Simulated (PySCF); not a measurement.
The scaffold vinyl-X carries different groups X. Isolated molecules, 0 K electronic values unless said otherwise. One relaxed conformer stands for each flexible species; it need not be the lowest. Strings in code marks are SMILES.

The vertical ionisation energy (Delta-SCF) from two functionals at the same geometries (B3LYP-D3(BJ)/def2-TZVP), both in PySCF: PBE-D3(BJ)/def2-TZVP and TPSSh-D3(BJ)/def2-TZVP. Delta-SCF ions had no search for a lower state. 

| species | TPSSh-D3(BJ)/def2-TZVP (eV) |
|---|---|
| X = H (`C=C`) | 10.45 |
| X = chloro (`ClC=C`) | 9.85 |
| X = germyl | 9.94 |
| X = thioformyl (`C=CC=S` (C–C–C–S torsion 180°)) | 8.56 |

Task: What does PBE-D3(BJ)/def2-TZVP give for each?

Result: 
- X = H (`C=C`): 10.68
- X = chloro (`ClC=C`): 9.87
- X = germyl: 9.92
- X = thioformyl (`C=CC=S` (C–C–C–S torsion 180°)): 8.58
Over these rows, drawn at random from the members with no instability flagged (it was tested for open shells, ions and some series alone), PBE minus TPSSh-D3(BJ): mean +0.06 eV, from -0.02 eV to +0.22 eV.
